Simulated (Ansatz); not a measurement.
The cluster Li₃H₃, relaxed as a quintet with UKS r2SCAN-D4/def2-TZVP in Ansatz, starting from the r2SCAN-D4/def2-TZVP geometry of the neutral singlet. Force threshold 0.02 eV/Å.

In the quintet geometry the species has come apart into loosely held pieces. In the quintet, H4 and H5 lie 0.75 Å apart (atoms count from 1), so H2 has formed as a molecule. At r2SCAN-D4/def2-TZVP a singlet of charge 0 lies 6.13 eV below the quintet, each at its own geometry. The structure comes from a short search, and lower isomers may exist.

Start:

| atom | x (Å) | y (Å) | z (Å) |
| --- | --- | --- | --- |
| Li1 | 0.516 | 1.132 | -1.039 |
| Li2 | -0.705 | -1.350 | -0.556 |
| Li3 | 0.188 | 0.218 | 1.595 |
| H4 | 0.778 | 1.494 | 0.615 |
| H5 | -0.212 | -0.239 | -1.763 |
| H6 | -0.565 | -1.255 | 1.149 |

Question: Estimate the energy that the relaxation releases and the steps that it takes.

Answer: 340.9 kJ/mol, in 25 steps; 49 s on 4 threads of Arm Neoverse N1 on a shared host. The force fell under the threshold at step 19, but the optimiser went on and released 0.009 eV more. No frequencies were taken in this run, so the end may be a saddle point.

Question: Does the start keep its bonding and symmetry?

Answer: Bonds lost: Li1–H4, Li1–H5, Li2–H5, Li2–H6, Li3–H4, Li3–H6 (atoms count from 1). Metal–metal contacts that move far: Li2–Li3 2.81 to 6.96 Å, Li1–Li3 2.81 to 3.59 Å, Li1–Li2 2.81 to 3.58 Å. The end holds 5 separate pieces. Point group D3h at the start, Cs at the end, both within 0.05 Å.

Question: Predict the relaxed structure.

Answer: 
```csv
atom,x (Å),y (Å),z (Å)
Li1,1.020,0.914,-1.089
Li2,-0.563,-1.487,-3.223
Li3,1.664,2.397,2.111
H4,-1.209,0.294,0.773
H5,-1.450,-0.119,0.196
H6,0.538,-1.998,1.230
```
Bond lengths (bridged metal pairs left out): .
